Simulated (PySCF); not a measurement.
CH3O, multiplicity 2. Atoms are numbered in the order given.

```xyz
5

C      0.0132     0.5688     0.0000
O      0.0049    -0.7870     0.0000
H     -0.5656     0.9295     0.8686
H     -0.5656     0.9295    -0.8686
H      1.0126     1.0242     0.0000
```
Charge 0, spin multiplicity 2.

Geometry: PBE0-D3(BJ)/def2-TZVP. The geometry has at least one imaginary mode, so it is a saddle point at that level. The isomer is the one that the SMILES or the coordinates give; other isomers of the formula were not compared.

Computed with M06-2X/def2-TZVPD (PySCF).

Mulliken values depend strongly on the basis, most of all with diffuse functions as here. ESP charges are fitted to the potential on shells at 1.4 to 2.0 van der Waals radii. Atomic charges (e):

```csv
atom,meta-Löwdin,Mulliken,ESP fit,Mulliken spin
C1,[?],-0.33,0.14,-0.08
O2,[?],-0.31,-0.28,0.93
H3,[?],0.22,0.06,0.08
H4,[?],0.22,0.06,0.08
H5,[?],0.20,0.02,-0.01
```

Q: Some entries are withheld; supply them. (An estimate is asked for; the answer gives what the named calculation found.)

A: 
- C1, meta-Löwdin: -0.11
- O2, meta-Löwdin: -0.26
- H3, meta-Löwdin: 0.14
- H4, meta-Löwdin: 0.14
- H5, meta-Löwdin: 0.10
